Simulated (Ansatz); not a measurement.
# AlLi (singlet): from Hartree-Fock to the top rungs, aug-cc-pVTZ

How much of the correlation energy of AlLi (singlet) does each wave-function method recover here?

Method: aug-cc-pVTZ, core rule «outside noble gas», up to 6 orbitals frozen; program: Ansatz 0.2.0, Gaussian basis.

Plan: UHF; CCSD(T) on RHF; CCSD(T) on UHF; BCCD(T) on RHF; CCSDT(Q) on RHF; CCSDT(Q) on UHF; Full CI.

33 further runs of the same task are left out: 9 for a known fault of the program, 8 that didn't finish, 16 set aside as unsound or not needed. Runs told in other sessions of the task aren't counted.

### 1 The geometry

The geometry is a PBE0/def2-TZVP stationary point (not a proven minimum) of the parent state, kept for this charge and spin.

2 atoms, charge 0, spin multiplicity 1.

Atoms are counted from 1 here; the program's logs count them from 0.

No contacts short enough for the rule that draws bonds.

Coordinates:

```mol
AlLi
  3D, bonds by distance, orders not assigned

  2  0  0  0  0  0  0  0  0  0999 V2000
    0.0000    0.0000    0.0000 Al  0  0
    0.0000    0.0000    2.6353 Li  0  0
M  END
```

### 2 UHF

Contents of in.yaml:

```yaml
crystal:
  periodic: [false, false, false]
  atoms:
    - {symbol: Al, position_ang: [0.000000, 0.000000, 0.000000]}
    - {symbol: Li, position_ang: [0.000000, 0.000000, 2.635300]}
basis:
  gaussian: {orbitals: aug-cc-pVTZ}
magnetization: {spin_polarized: true, initial_magnetization: 0}
hamiltonian: {xc: hf}
output: {orbitals: {seedname: orbitals}}
```

The run is started by

```
ansatz run in.yaml --threads 1 --pin off --events-out ev --progress --plain --max-ram 2393MiB
```

The runs that follow: CCSD(T) on RHF; CCSD(T) on UHF; BCCD(T) on RHF; CCSDT(Q) on RHF; CCSDT(Q) on UHF; Full CI.

Before running them: what should the planned runs give, taken together? Wanted: FCI from the RHF energy; RMP2 from FCI; UMP2 from FCI; RCCSD from FCI; RCCSD(T) from FCI; UCCSD(T) from FCI; RCCSDT(Q) from FCI; UCCSDT(Q) from FCI; T1 diagnostic.

**Answer**, as computed:

| quantity | value |
| --- | --- |
| FCI from the RHF energy | -2.4331 eV |
| RMP2 from FCI | +68.9 kJ/mol |
| UMP2 from FCI | +72.9 kJ/mol |
| RCCSD from FCI | +11.2 kJ/mol |
| RCCSD(T) from FCI | +2.9 kJ/mol |
| UCCSD(T) from FCI | +4.9 kJ/mol |
| RCCSDT(Q) from FCI | +0.3 kJ/mol |
| UCCSDT(Q) from FCI | +0.4 kJ/mol |
| levels within 1 kcal/mol (43 meV) | RCCSD(T), BCCD(T), RCCSDT, UCCSDT, RCCSDT(Q), UCCSDT(Q) |
| T1 diagnostic | 0.019 |
| effectively unpaired electrons | 0.31 |

What this shows: RCCSD(T) lands +2.9 kJ/mol from the yardstick (1.3 % of the correlation energy). CCSD(T) misses by +2.9 kJ/mol on the restricted determinant and by +4.9 kJ/mol on the unrestricted one; the two need not hold the same state or core. The occupations show static correlation (0.31 effectively unpaired electrons where one determinant has 0). These misses are within one basis, not against nature.
